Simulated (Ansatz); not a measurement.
Calculated with Ansatz (gas phase, PBE0-D4/def2-TZVP geometries, no zero-point term in ΔE). CCSD(T)/CBS is the MP2 limit (def2-TZVPP, def2-QZVPP) plus CCSD(T) − MP2 in def2-TZVPP, frozen cores. This one scheme is used for every species. DFT in def2-TZVPP. Each species was taken in one conformer, which may not be the lowest.

Reaction (hydrogenolysis of a C–C bond): `C=C(C=S)CF` + H₂ → `C=CC=S` + fluoromethane

| species | B2PLYP energy (Eh) |
| --- | --- |
| `C=C(C=S)CF` | -653.21822 |
| H₂ | -1.16991 |
| `C=CC=S` | -514.69560 |
| `CF` | -139.70948 |

Question: Work out ΔE.

Answer: ΔE = (-514.69560) + (-139.70948) − (-653.21822) − (-1.16991) = -0.01695 Eh = -44.5 kJ/mol. CCSD(T)/CBS gives -37.6 kJ/mol.

Largest T1 diagnostic among the species: 0.016.

The D4 term adds +12.1 kJ/mol with B3LYP and +6.6 kJ/mol with PBE0; it sums over pairs of atoms, weighted by their polarisabilities, and B3LYP, whose exchange is more repulsive, gets the larger term. In def2-TZVPP, CCSD(T) changes the Hartree–Fock value by +27.1 kJ/mol (the triples alone add +5.7 kJ/mol) and MP2 by +33.0 kJ/mol.

B3LYP here is the variant with VWN-RPA as its local correlation; programs differ in this.
